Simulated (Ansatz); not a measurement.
Cost and result for the atomization energy of C₂H₆N₂S (`CNC(N)=S`) (11 atoms, 10 bonds).

```xyz
11

C     0.686   -0.320   -1.187
N     0.524    0.663   -0.151
C    -0.288    0.552    0.917
N    -1.029   -0.575    0.984
S    -0.352    1.724    2.098
H     1.455    0.021   -1.878
H     1.003   -1.287   -0.782
H    -0.235   -0.464   -1.766
H     1.078    1.501   -0.162
H    -1.703   -0.619    1.727
H    -1.138   -1.194    0.200
```

Total charge 0; spin multiplicity 1. All single points use the PBE0-D4/def2-TZVP geometry. It is one conformer, not always the lowest. Program: Ansatz. All runs use 4 threads of an Arm Neoverse V1 on a shared host. Times are those of one run each, without the atoms' runs, and a repeat can differ threefold. Electronic energies, without spin–orbit coupling; frozen cores. CCSD(T)/CBS adds CCSD(T) − MP2 in def2-TZVPP to the MP2 limit, and its time is that of the two runs behind it. T1 = 0.015. B3LYP takes the VWN-RPA correlation (the form of Gaussian; ORCA's B3LYP/G).

CCSD(T)/CBS is a level of theory with its own doubt, some kJ/mol a heavy atom from the limit and from the frozen cores, so smaller differences don't rank the functionals.

| level | functions | wall time |
| --- | --- | --- |
| PBE-D4/def2-TZVPP (with forces) | 250 | 2.9 s |
| PBE0-D4/def2-TZVPP | 250 | 3.1 s |
| B3LYP-D4/def2-TZVPP (with forces) | 250 | 4.8 s |
| r2SCAN-D4/def2-TZVPP (with forces) | 250 | 5.5 s |
| B2PLYP/def2-TZVPP | 250 | 6.5 s |
| ωB97X-V/def2-TZVPP | 250 | 8 s |
| ωB97M-V/def2-TZVPP (with forces) | 250 | 12 s |
| MP2/def2-QZVPP | 478 | 24 s |
| CCSD(T)/def2-TZVPP | 250 | 2.8 min |
| CCSD(T)/CBS(def2) | – | 3.2 min |

What atomization energy does each give, and how far from CCSD(T)/CBS? (An estimate is asked.)

Computed: 
```csv
level,atomization (kcal/mol),difference from CCSD(T)/CBS,per bond
PBE-D4/def2-TZVPP (with forces),1025.4,40.0,4.0
PBE0-D4/def2-TZVPP,998.7,13.3,1.3
B3LYP-D4/def2-TZVPP (with forces),994.6,9.2,0.9
r2SCAN-D4/def2-TZVPP (with forces),990.5,5.1,0.5
B2PLYP/def2-TZVPP,979.2,-6.2,-0.6
ωB97X-V/def2-TZVPP,994.2,8.8,0.9
ωB97M-V/def2-TZVPP (with forces),995.4,10.0,1.0
MP2/def2-QZVPP,990.6,5.2,0.5
CCSD(T)/def2-TZVPP,953.3,-32.1,-3.2
CCSD(T)/CBS(def2),985.4,0.0,0.0
```

In def2-TZVPP, CCSD(T) changes the Hartree–Fock value by +284.6 kcal/mol (the triples alone add +19.0 kcal/mol) and MP2 by +302.9 kcal/mol; breaking electron pairs costs correlation energy, which Hartree–Fock lacks. From PBE to PBE0 (25 % exact exchange), in def2-TZVPP and without D4, the atomization energy moves by −25.8 kcal/mol: exact exchange takes away binding that semilocal exchange gives to molecules. The D4 term adds +8.7 kcal/mol with B3LYP and +4.5 kcal/mol with PBE0; it sums over pairs of atoms, weighted by their polarisabilities, and B3LYP, whose exchange is more repulsive, gets the larger term.
